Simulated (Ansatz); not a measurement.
# fcc Sr

Method: revPBE (PAW; Ansatz, a first-principles code).

Run with plane-wave cutoff 520 eV, 16×16×16 k mesh, Fermi–Dirac smearing 0.05 eV, scalar-relativistic PAW data made under PBE.

Cell (relaxed at this level):

```yaml
crystal:
  lattice:
    - [0.00000, 3.06322, 3.06322]
    - [3.06322, 0.00000, 3.06322]
    - [3.06322, 3.06322, 0.00000]
  atoms:
    - { symbol: Sr, position: [0.00000, 0.00000, 0.00000] }
```

| Quantity | Result |
|---|---|
| bulk modulus | 10.8 GPa |
| band gap | none |
| pressure derivative B′ of the bulk modulus | 3.1 |

Measured, for comparison: bulk modulus 12.5 GPa (corrected for temperature and zero-point phonon effects, our sources range from 12.0 to 12.5; as tabulated in Levämäki et al. (2014), arXiv:1402.3671). Computed (rounded) less measured: bulk modulus -14 % (-10 % to -14 % over the range).

Spin–orbit coupling is not included.
